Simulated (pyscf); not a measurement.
H₃C–Al (SMILES [CH3][Al]) [singlet] + H₂O (SMILES O) -> HO–Al (SMILES [OH][Al]) [singlet] + CH₄ (SMILES C), a four-centre exchange (singlet surface; Al–C, H–O broken, Al–O, C–H formed). Single points on ωB97X-D3(BJ)/def2-SVP structures (PySCF, gas phase). MP2 and CC: frozen core, UHF for open shells. ΔMP2 is the change of the MP2 total energy from the triple- to the quadruple-zeta basis. Energies in kcal/mol from the separated reactants.

Small-basis levels: PySCF, no dispersion term, spherical d functions. 

**Question.** Quick B3LYP/LANL2DZ single points give ΔE‡ = -2.4 kcal/mol and ΔE = -57.0 kcal/mol. What does CCSD(T)/def2-TZVPP + ΔMP2(QZVPP) give, and how far is the quick result from it?

**Answer.** CCSD(T)/def2-TZVPP + ΔMP2(QZVPP) gives ΔE‡ = 5.0 kcal/mol and ΔE = -46.0 kcal/mol. B3LYP/LANL2DZ lies 7.5 kcal/mol under it in the barrier and 11.0 kcal/mol under it in the reaction energy, so on this step it does not hold to within 3.0 kcal/mol. At B3LYP/LANL2DZ this geometry lies under one side, so its ΔE‡ may be no barrier of that level. CCSD(T)/def2-TZVPP + ΔMP2(QZVPP) has limits of its own. On the reactant side the descent ends in an adduct with a Al–O contact, 10.0 kcal/mol under the separated species and 12.5 kcal/mol under the saddle at ωB97X-D3(BJ)/def2-TZVP. What is counted as formed (Al–O) is already present as a longer contact in the reactant adduct; forming that adduct is a step of its own. At ωB97X-D3(BJ) the barrier from the zero used here is 2.5 kcal/mol. This is the saddle that the search found; another between the same sides may lie lower. The CCSD(T) − MP2 part came from Ansatz, without density fitting, on the same reference.
